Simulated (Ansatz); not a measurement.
Basis-set extrapolation for `N#CCC1CO1` (PBE0-D4/def2-TZVP geometry, frozen core, Ansatz). Multiplicity 1, RHF reference.

```json
{"": "HF", "def2-TZVPP": "-283.750896", "def2-QZVPP": "-283.763145"}
{"": "MP2 correlation", "def2-TZVPP": "-1.063985", "def2-QZVPP": "-1.136046"}
{"": "CCSD(T) correlation", "def2-TZVPP": "-1.136794", "def2-QZVPP": "not run"}
```

Energies in hartree. Use E(X) = E(∞) + A·exp(−7.88·√X) for Hartree–Fock and E(X) = E(∞) + B·X^(−2.97) for correlation, with X = 3 and 4, and add CCSD(T) minus MP2 of the smaller set to the MP2 limit.

What is the CCSD(T) energy at the basis-set limit?

HF limit: -283.763145 + (-0.012249) × 0.13774 = -283.76483. MP2 limit: -1.136046 + (-0.072061) × 0.74074 = -1.18942. Higher-order term: -1.136794 − (-1.063985) = -0.07281. Total: -285.02706 hartree, 365.9 kJ/mol below CCSD(T)/def2-TZVPP.
